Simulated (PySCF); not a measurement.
# Broadened absorption spectrum of C4H12N2

C₄H₁₂N₂.
Atom-mapped SMILES: `[CH3:1][NH:2][C@@H:3]([CH3:4])[CH2:5][NH2:6]` (hydrogens: H7, H8, H9 on C1; H10 on N2; H11 on C3; H12, H13, H14 on C4; H15, H16 on C5; H17, H18 on N6)

Level of theory: TDDFT B3LYP/def2-SVPD, vertical, gas phase, core orbitals frozen in the response in PySCF 2.14.0, density-fitted response routines. One conformer (not necessarily the lowest) at the PBE0-D3(BJ)/def2-SVP geometry, without solvent, vibrations or thermal averaging. Torsions of this conformer, `[CH3:1][NH:2][C@@H:3]([CH3:4])[CH2:5][NH2:6]`: C1–N2–C3–C4 73°, N2–C3–C5–N6 60°, H–N6–C5–C3 -50°, H–N6–C5–C3 -167°.

Each state is given a Gaussian of 0.25 eV full width at half maximum, with ε(max) = 2.175×10⁸ f / Δν̃ (Δν̃ the width in cm⁻¹). The width is an assumption, not a result. The curve ends short of the highest state used, and states not computed would add to its high-energy end.

```json
{"E (eV)": "5.25", "ε (L mol⁻¹ cm⁻¹)": "0"}
{"E (eV)": "5.31", "ε (L mol⁻¹ cm⁻¹)": "1"}
{"E (eV)": "5.36", "ε (L mol⁻¹ cm⁻¹)": "4"}
{"E (eV)": "5.42", "ε (L mol⁻¹ cm⁻¹)": "12"}
{"E (eV)": "5.48", "ε (L mol⁻¹ cm⁻¹)": "32"}
{"E (eV)": "5.54", "ε (L mol⁻¹ cm⁻¹)": "58"}
{"E (eV)": "5.59", "ε (L mol⁻¹ cm⁻¹)": "75"}
{"E (eV)": "5.65", "ε (L mol⁻¹ cm⁻¹)": "77"}
{"E (eV)": "5.71", "ε (L mol⁻¹ cm⁻¹)": "59"}
{"E (eV)": "5.77", "ε (L mol⁻¹ cm⁻¹)": "41"}
{"E (eV)": "5.82", "ε (L mol⁻¹ cm⁻¹)": "45"}
{"E (eV)": "5.88", "ε (L mol⁻¹ cm⁻¹)": "92"}
{"E (eV)": "5.94", "ε (L mol⁻¹ cm⁻¹)": "190"}
{"E (eV)": "6.00", "ε (L mol⁻¹ cm⁻¹)": "344"}
{"E (eV)": "6.05", "ε (L mol⁻¹ cm⁻¹)": "542"}
{"E (eV)": "6.11", "ε (L mol⁻¹ cm⁻¹)": "925"}
{"E (eV)": "6.17", "ε (L mol⁻¹ cm⁻¹)": "1445"}
{"E (eV)": "6.23", "ε (L mol⁻¹ cm⁻¹)": "1883"}
{"E (eV)": "6.28", "ε (L mol⁻¹ cm⁻¹)": "2008"}
{"E (eV)": "6.34", "ε (L mol⁻¹ cm⁻¹)": "1857"}
{"E (eV)": "6.40", "ε (L mol⁻¹ cm⁻¹)": "1561"}
{"E (eV)": "6.46", "ε (L mol⁻¹ cm⁻¹)": "1318"}
{"E (eV)": "6.51", "ε (L mol⁻¹ cm⁻¹)": "1250"}
{"E (eV)": "6.57", "ε (L mol⁻¹ cm⁻¹)": "1350"}
{"E (eV)": "6.63", "ε (L mol⁻¹ cm⁻¹)": "1567"}
{"E (eV)": "6.69", "ε (L mol⁻¹ cm⁻¹)": "1869"}
{"E (eV)": "6.74", "ε (L mol⁻¹ cm⁻¹)": "2284"}
{"E (eV)": "6.80", "ε (L mol⁻¹ cm⁻¹)": "3054"}
{"E (eV)": "6.86", "ε (L mol⁻¹ cm⁻¹)": "3904"}
{"E (eV)": "6.92", "ε (L mol⁻¹ cm⁻¹)": "4476"}
```

**Question.** Where are the band maxima, and which computed states make them?

**Answer.** 220 nm (5.62 eV), ε about 79, made up of S1 (100%); 197 nm (6.28 eV), ε about 2000, made up of S3 (78%) and S4 (20%) (ε in L mol⁻¹ cm⁻¹; maxima over ε = 5, shares over 10%). At its high-energy end, 6.92 eV, the curve is still rising (ε about 4500, from S7 and S8). The states used: S1 5.62 eV (f 0.0007); S2 6.04 eV (f 0.0023); S3 6.25 eV (f 0.015); S4 6.40 eV (f 0.0074); S5 6.52 eV (f 0.0019); S6 6.65 eV (f 0.011); S7 6.87 eV (f 0.025); S8 7.02 eV (f 0.028); S9 7.14 eV (f 0.0052); S10 7.52 eV (f 0.022).

**Question.** On this curve, what absorbance would a 10⁻⁴ mol/L sample give at 193 nm over a 1 cm path?

**Answer.** 193 nm is 6.424 eV, where ε is about 1400 L mol⁻¹ cm⁻¹, so A = ε c l ≈ 0.14 (Beer–Lambert, with the gas-phase spectrum and the assumed width).

**Question.** Coming from long wavelengths, where does ε first pass 100 L mol⁻¹ cm⁻¹?

**Answer.** At about 211 nm (5.89 eV), 0.26 eV above S1.

**Question.** What would ε be at 6.28 eV, the highest of these maxima, with half the width (0.125 eV)?

**Answer.** About 2830 L mol⁻¹ cm⁻¹ against 2010, a factor of about 1.4; a lone state at its own centre would give exactly 2.

All these states lie below the vertical ionisation energy of 8.27 eV (ΔSCF).
